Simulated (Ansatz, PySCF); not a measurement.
This Ansatz (a program for electronic structure) input computes a CAM-B3LYP/def2-TZVPD energy:

Ansatz 0.2 input:
```yaml
crystal:
  periodic: [false, false, false]
  atoms:
    - {symbol: O, position_ang: [0.39958647, 1.19705172, 0.49062668]}
    - {symbol: C, position_ang: [0.16077201, 0.04986817, 0.01460440]}
    - {symbol: N, position_ang: [0.99490316, -0.87693290, -0.41154964]}
    - {symbol: C, position_ang: [-1.32751809, -0.33678506, -0.08884436]}
    - {symbol: H, position_ang: [-1.84871721, 0.39581689, -0.71352551]}
    - {symbol: H, position_ang: [-1.46283536, -1.33583130, -0.50633873]}
    - {symbol: H, position_ang: [-1.78317322, -0.28964351, 0.90550806]}
    - {symbol: H, position_ang: [1.93418841, -0.48672424, -0.28437002]}
basis:
  gaussian:
    orbitals: def2-TZVPD
hamiltonian:
  xc: {name: CAM-B3LYP}
total_charge: -1
output: {forces: true}
```

Write an input for the same energy in PySCF and say what it gives.


```python
from pyscf import gto, scf, dft

mol = gto.M(
    atom='''
    O     0.39958647    1.19705172    0.49062668
    C     0.16077201    0.04986817    0.01460440
    N     0.99490316   -0.87693290   -0.41154964
    C    -1.32751809   -0.33678506   -0.08884436
    H    -1.84871721    0.39581689   -0.71352551
    H    -1.46283536   -1.33583130   -0.50633873
    H    -1.78317322   -0.28964351    0.90550806
    H     1.93418841   -0.48672424   -0.28437002
    ''',
    basis='def2-tzvpd',
    charge=-1,
    spin=0,
    verbose=4,
)

mf = dft.RKS(mol, xc='camb3lyp').density_fit(auxbasis='def2-universal-jkfit')
mf.grids.level = 3
mf.conv_tol = 1e-9
mf.max_cycle = 100
mf.max_memory = 1500
mf.kernel()
if not mf.converged:
    mf = mf.newton()
    mf.kernel(mf.make_rdm1())
mf.analyze()
```
It gives -208.62594 Eh, and Ansatz -208.62588 Eh, a difference of 0.06 mEh, from the treatment of integrals and grids.

It need not be the lowest isomer of its formula. Whether it binds its extra electron was not tested at this geometry.
